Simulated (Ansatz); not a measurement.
# C2H2ClN: the cost of one run

All numbers are computed with the Python package of Ansatz 0.2.0. The levels of theory stand in the script.

## 1. The structure

Bond lengths: N1–C2 1.160 Å, C2–C3 1.287 Å, C3–Cl4 1.631 Å, N1–H5 1.054 Å, C3–H6 1.108 Å. Angles: N1–C2–C3 177.8°, C2–N1–H5 112.0°, C2–C3–Cl4 120.4°, C2–C3–H6 123.3°, Cl4–C3–H6 116.1°.

No structure file is read: the coordinates are typed or built in the script.

## 2. The script

methods_c2h2cln.py reads:

```python
"""C2H2ClN at several levels of theory."""

from pathlib import Path
import logging
import sys
import warnings

import ansatz
import numpy as np

logging.basicConfig(stream=sys.stdout, format="%(name)s: %(message)s")
logger = logging.getLogger("run")
logger.setLevel(logging.INFO)

BASIS_SET = "def2-SVP"

warnings.simplefilter("ignore", ansatz.DeckWarning)

system = (
    ansatz.Crystal.molecule()
    .atom("N", [0.5848, 0.7015, -1.3277])
    .atom("C", [0.2463, 0.3168, -0.2869])
    .atom("C", [-0.0892, -0.1394, 0.8689])
    .atom("Cl", [-1.0834, -1.4264, 0.9924])
    .atom("H", [0.0534, 0.2389, -2.1121])
    .atom("H", [0.3302, 0.2446, 1.8193])
)

model = system.calculation().basis(gaussian=BASIS_SET)

logger.info("functional    E (Ha)        dipole (D)   HOMO (eV)  LUMO (eV)")
for name in ["lda", "hse06", "lc_wpbe", "r2scan"]:
    r = model.functional(name).forces().orbitals().run(threads=1, pin="off", runs_dir="runs").report
    lines = Path(r["orbitals_path"]).read_text().splitlines()
    field_of = lambda key: [line.split("=")[1].strip() for line in lines if line.startswith(key)]
    orbitals = [(27.211386 * float(e), s, float(n)) for e, s, n in zip(field_of("Ene="), field_of("Spin="), field_of("Occup="))]
    homo = max(e for e, _, n in orbitals if n > 0.5)
    lumo = min(e for e, _, n in orbitals if n < 0.5)
    dipole = 4.803205 * np.linalg.norm(r["charge_distribution"]["dipole_moment_e_ang"])
    logger.info(f"{name:10s} {r['free_energy_ev'] / 27.211386246:14.6f} {dipole:9.3f} {homo:11.3f} {lumo:10.3f}")
```

## 3. Running it

Started as:

```sh
$ python methods_c2h2cln.py
```

**Question.** How long does this script take on 1 thread of Arm Neoverse V2, shared host, and how much memory does it need?

About 7.9 s, with a peak of 0.21 GiB.
